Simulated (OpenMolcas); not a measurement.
# BH3 (SMILES [H]B([H])[H]) at 6 levels

We compute a comparison of 6 runs (B2PLYP/3-21G, B3LYP/3-21G, PBE/3-21G, UPBE/3-21G, ACPF/3-21G, CCSD(T)/3-21G) of BH3. 

The calculation is run with OpenMolcas 26.06.

3 further runs of the same task are left out: 3 set aside as unsound or not needed.

## Step 1: The structure to begin with

BH3: 4 atoms, total charge 0, spin state singlet. SMILES: `[H]B([H])[H]`. The B1–H4 distance was set to 2.038 Å, away from the relaxed value. At this shape a bond of the SMILES string is far longer than usual.

Bond lengths: B1–H2 1.164 Å, B1–H3 1.165 Å. Angles: H2–B1–H3 120.0°.

## Step 2: The energy at B2PLYP/3-21G (run 1)

mol.input reads:

```
&gateway
  baslib
  $CurrDir
  basisset
  B.3-21G....
  B1 0.456571 0.744918 -0.006028 angstrom
  End of Basis
  basisset
  H.3-21G....
  H2 1.620381 0.714568 0.010652 angstrom
  H3 -0.098829 1.768298 -0.023278 angstrom
  H4 -0.608600 -0.993120 0.004770 angstrom
  End of Basis

&seward
  gridinput
  Grid=UltraFine
  End of Grid

&scf
  ksdft
  B2PLYP_SCF
  thresholds
  1e-10 1e-07 1e-07 1e-05
  prorbitals
  1 1

&mbpt2
  frozen
  1
```

The basis set 3-21G is read from a file made from the Basis Set Exchange's data (not shown).

Launch:

```sh
export MOLCAS_MEM=1860
pymolcas mol.input > mol.log
```

Output:

```text
--- Start Module: gateway ---
[...]
--- Stop Module: gateway /rc=_RC_ALL_IS_WELL_ ---
[...]
      Basis functions           15
[...]
--- Start Module: scf ---
[...]
       Convergence after  10 Iterations
[...]
::    Total KS-DFT energy                             -26.2732551106
[...]
      Total spin, S                                     0.0000000000
[...]
      Total electronic charge=    8.000000
      Total            charge=   -0.000000
[...]
      Dipole Moment (debye):
      Origin of the operator (angstrom)=    0.4238    0.6914   -0.0053
                   X=  6.2842E-01               Y=  1.0250E+00               Z= -9.3409E-03           Total=  1.2024E+00
      Quadrupole Moment (debye*angstrom):
[...]
--- Stop Module: scf /rc=_RC_ALL_IS_WELL_ ---
[...]
--- Start Module: mbpt2 ---
[...]
 ###    WARNING: MP2 implementation intended for RHF references only         ###
 ###############################################################################
MBPT2 WARNING: Reference function according to RunFile:KS-DFT
I'll assume you know what you're doing and continue
WARNING!
Default frozen orbitals as non valence orbitals is overwritten by user input.
Default values:   1
[...]
       Reference weight ( Cref**2 )         =        0.93643
::    Total MBPT2 energy                              -26.3578815520
[...]
      Total MBPT2 calculations                           0.04      0.04
--- Stop Module: mbpt2 /rc=_RC_ALL_IS_WELL_ ---
[...]
```

It took 3.6 s on 1 thread of Arm Neoverse V1, shared host; peak memory 0.37 GiB.

## Step 3: A single-point energy at B3LYP/3-21G (run 2)

mol.input reads:

```
* BH3 Kohn-Sham DFT
>>> EXPORT MOLCAS_PRINT=2

&GATEWAY
 BASLIB = $CurrDir
 BASISSET
 B.3-21G....
 B1 0.456571 0.744918 -0.006028 angstrom
 End of Basis
 BASISSET
 H.3-21G....
 H2 1.620381 0.714568 0.010652 angstrom
 H3 -0.098829 1.768298 -0.023278 angstrom
 H4 -0.608600 -0.993120 0.004770 angstrom
 End of Basis

&SEWARD
 GRIDINPUT
 Grid=UltraFine
 End of Grid

&SCF
 KSDFT = B3LYP
 THRESHOLDS = 1e-10 1e-07 1e-07 1e-05
 PRORBITALS = 1 1
```

The basis set 3-21G is read from a file made from the Basis Set Exchange's data (not shown).

Launch:

```sh
export MOLCAS_MEM=1860
pymolcas mol.input > mol.log
```

Output:

```text
--- Start Module: gateway ---
[...]
--- Stop Module: gateway /rc=_RC_ALL_IS_WELL_ ---
--- Start Module: seward ---
[...]
      Basis functions           15
--- Stop Module: seward /rc=_RC_ALL_IS_WELL_ ---
--- Start Module: scf ---
[...]
       Convergence after   9 Iterations
[...]
::    Total KS-DFT energy                             -26.3594115075
[...]
      Total spin, S                                     0.0000000000
[...]
      Total electronic charge=    8.000000
      Total            charge=   -0.000000
[...]
      Dipole Moment (debye):
      Origin of the operator (angstrom)=    0.4238    0.6914   -0.0053
                   X=  5.9114E-01               Y=  9.6420E-01               Z= -8.4454E-03           Total=  1.1310E+00
      Quadrupole Moment (debye*angstrom):
[...]
--- Stop Module: scf /rc=_RC_ALL_IS_WELL_ ---
[...]
```

Wall time 3.6 s (1 thread of Arm Neoverse V1, shared host); peak memory 0.37 GiB.

Runs 3 to 5 aren't shown in full; the table further down has their settings and results.

## Step 4: A single-point energy at CCSD(T)/3-21G (run 6)

mol.input reads:

```
&gateway
  baslib = $CurrDir
  basisset
  B.3-21G....
  B1 0.456571 0.744918 -0.006028 angstrom
  End of Basis
  basisset
  H.3-21G....
  H2 1.620381 0.714568 0.010652 angstrom
  H3 -0.098829 1.768298 -0.023278 angstrom
  H4 -0.608600 -0.993120 0.004770 angstrom
  End of Basis

&seward

&scf
  thresholds = 1e-10 1e-07 1e-07 1e-05
  prorbitals = 1 1

&rasscf
  fileorb = $Project.ScfOrb
  spin = 1
  nactel = 0 0 0
  inactive = 4
  ras2 = 0
  outorbitals = Canonical
  orblisting = Nothing

&motra
  jobiph
  frozen = 1

&ccsdt
  cct
  triples = 2
  iterations = 80
  accuracy = 1e-08
  extrapolation = 5 4
```

The basis set 3-21G is read from a file made from the Basis Set Exchange's data (not shown).

Launch:

```sh
export MOLCAS_MEM=1860
pymolcas mol.input > mol.log
```

Output:

```text
--- Start Module: gateway ---
[...]
--- Stop Module: gateway /rc=_RC_ALL_IS_WELL_ ---
[...]
      Basis functions           15
[...]
       Convergence after  11 Iterations
[...]
::    Total SCF energy                                -26.1242305969
[...]
      Total spin, S                                     0.0000000000
[...]
      Number of active orbitals                  0
[...]
      Spin quantum number                      0.0
[...]
      Active orbitals                            0
[...]
      Number of CSFs                             1
[...]
      Number of root(s) required                 1
[...]
      Convergence after  4 iterations
[...]
      Natural orbitals and occupation numbers for root  1
      ************************************************************************************************************************
      *                                                    Final results                                                     *
      ************************************************************************************************************************
[...]
::    RASSCF root number  1 Total energy:    -26.12423060
[...]
      Total electronic charge=    8.000000
      Total            charge=   -0.000000
[...]
      Dipole Moment (debye):
      Origin of the operator (angstrom)=    0.4238    0.6914   -0.0053
                   X=  7.0365E-01               Y=  1.1478E+00               Z= -1.0811E-02           Total=  1.3463E+00
      Quadrupole Moment (debye*angstrom):
[...]
--- Start Module: motra ---
[...]
--- Stop Module: motra /rc=_RC_ALL_IS_WELL_ ---
--- Start Module: ccsdt ---
[...]
      Convergence after                    14  Iterations
      Total energy (diff) :     -26.21607001      -0.00000000
[...]
 METHOD                       : CCSD+T(CCSD)+<T3(1)WT1> = CCSD(T)
[...]
       CCSD     =       -26.2160700142843
[...]
```

Wall time 2.2 s (1 thread of Arm Neoverse V1, shared host); peak memory 0.37 GiB.

## Step 5: Overview of the runs

| run | level | frozen core orbitals | scramble | energy (Eh) | dipole moment (D) of the reference | HOMO energy (eV) | LUMO energy (eV) | wall time |
| --- | --- | --- | --- | --- | --- | --- | --- | --- |
| 1 | B2PLYP/3-21G | 1 | – | -26.296104 | 1.20 | -8.52 | -0.70 | 3.6 s |
| 2 | B3LYP/3-21G | – | – | -26.359412 | 1.13 | -7.39 | -2.41 | 3.6 s |
| 3 | PBE/3-21G | – | – | -26.295103 | 1.06 | -6.47 | -3.28 | 3.9 s |
| 4 | UPBE/3-21G | – | 0.25 | -26.295103 | 1.06 | -6.47 | -3.28 | 6 s |
| 5 | ACPF/3-21G | 1 | – | -26.217916 | 1.35 | -10.10 | 1.65 | 1.8 s |
| 6 | CCSD(T)/3-21G | 1 | – | -26.217954 | 1.35 | -10.10 | 1.65 | 2.2 s |

## Step 6: Summary of results

| quantity | value |
| --- | --- |
| run 6: total energy | -26.21795 Eh |
| run 6: dipole moment (mean-field density) | 1.35 D |
| run 6: HOMO energy (Hartree–Fock orbitals) | -10.10 eV |
| run 6: LUMO energy (Hartree–Fock orbitals) | 1.65 eV |
| run 6: HOMO–LUMO gap (Hartree–Fock orbitals) | 11.76 eV |
| run 6: correlation energy (1 core orbital frozen) | -93.7 mEh |
| run 6: (T) correction | -1.88 mEh |

Over runs 1, 2, 3, 4 the dipole moment (its size) runs from 1.06 D (PBE/3-21G) to 1.20 D (B2PLYP/3-21G). A double hybrid's value is that of its SCF part. Over runs 1, 2, 3, 4 the HOMO–LUMO gap runs from 3.19 eV (PBE/3-21G) to 7.83 eV (B2PLYP/3-21G). For B2PLYP the log adds the whole second-order term; the table takes 0.27 of it, as the functional is defined. Totals of different functionals can't be ranked against each other. All runs together took 21 s, the longest 6 s.
